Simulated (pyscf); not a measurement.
H₃C–SiH₂–Cl + H₂ → H₃C–SiH₂–Cl + H₂ (four-centre exchange; singlet surface; H–Si, H–H broken, H–Si, H–H formed). Structures and frequencies: ωB97X-D3(BJ)/def2-SVP in PySCF. Energies in kcal/mol from the separated reactants.

```
level                   barrier  reaction energy
----------------------  -------  ---------------
ωB97X-D3(BJ)/def2-TZVP     60.9              0.0
PBE/def2-TZVP              53.1              0.0
B3LYP-D3(BJ)/def2-TZVP     59.8              0.0
PBE0-D3(BJ)/def2-TZVP      55.4              0.0
ωB97M-D3(BJ)/def2-TZVP        …              0.0
HF/def2-TZVP                  …              0.0
```

Question: Complete the blanks.

Answer: 
- ωB97M-D3(BJ)/def2-TZVP, barrier: 59.9
- HF/def2-TZVP, barrier: 77.3

The functionals in the table span 7.8 kcal/mol in this barrier, from PBE to ωB97X-D3(BJ)/def2-TZVP. At the saddle there is also a short H–Si contact that neither side keeps. The same reactants have a lower exit, to H₃C–SiH₃ + HCl (barrier +53.4 kcal/mol at ωB97M-D3(BJ)/def2-TZVP, against +59.9 kcal/mol here). This is the saddle that the search found; another between the same sides may lie lower.
